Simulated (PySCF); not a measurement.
Ionisation of ethenethione

System: ethenethione, `C=C=S` (C2H2S). Coordinates in Å; atoms count from 1 in this order:
```
C    -0.6102    0.0163    0.0240
C     0.6993   -0.0156   -0.0403
S     2.2562   -0.0536   -0.1166
H    -1.1389    0.9704    0.1032
H    -1.1896   -0.9109   -0.0012
```

Computed at ωB97X-D3(BJ)/ma-def2-TZVP // PBE0-D3(BJ)/def2-SVP with PySCF (density fitting, grid level 2). Thermal corrections: PBE0-D3(BJ)/def2-SVP frequencies, unscaled, ideal gas at 298.15 K and 1 bar, quasi-RRHO entropy.

Frontier levels of the parent: HOMO -8.89 eV, LUMO -0.12 eV.

Oxidation to the radical cation:
```
Vertical ionisation energy (electronic)              : 8.97 eV
Adiabatic ionisation energy (with zero-point energy) : 8.89 eV
Adiabatic, electronic part                           : 8.90 eV
Vertical gap at the product's structure              : 8.82 eV
Inner reorganisation energy (four-point)             : 155 meV
Relaxation of product / of parent                    : 73 / 82 meV
⟨S²⟩ of the product                                  : 0.787
Largest spin populations                             : C1 0.62, S3 0.60, C2 -0.18
Largest changes of atomic charge                     : S3 0.57, C1 0.28
Distances that move most (Å)                         : C2–S3 1.559 → 1.521; C1–C2 1.311 → 1.348; C1–H 1.094 → 1.101; C1–H 1.094 → 1.101
Potential in DMF                                     : 6.32 V absolute, 1.77 V against Fc+/Fc computed at 4.54 V (solvation -9 → -255 kJ/mol)
```

Solvents are IEF-PCM continua (electrostatics only, gas-phase structures); absolute potentials refer to an electron at rest in vacuum. Fc+/Fc in DMF, 4.54 V, is ωB97X-D3(BJ)/ma-def2-TZVP on PBE0-D3(BJ)/def2-SVP structures with GFN2-xTB thermal terms. Benchmark calculations put it near 5.0 V in acetonitrile and DMSO, so it is about 0.5 V low, and the value against it can read up to that much too high.

Measured values (NIST Chemistry WebBook, evaluated or the median of agreeing entries): vertical ionisation energy 8.89 eV (computed 8.97, difference 0.08); adiabatic ionisation energy 8.77 eV (computed 8.89, difference 0.12).

Run with `OMP_NUM_THREADS=1 python redox_run.py task.json out` on 1 thread of Arm Neoverse V2, a shared host. Structures, frequencies and single points: 52 s of wall time.

Differences come from unrounded values, so a last digit can differ from that of the printed terms.
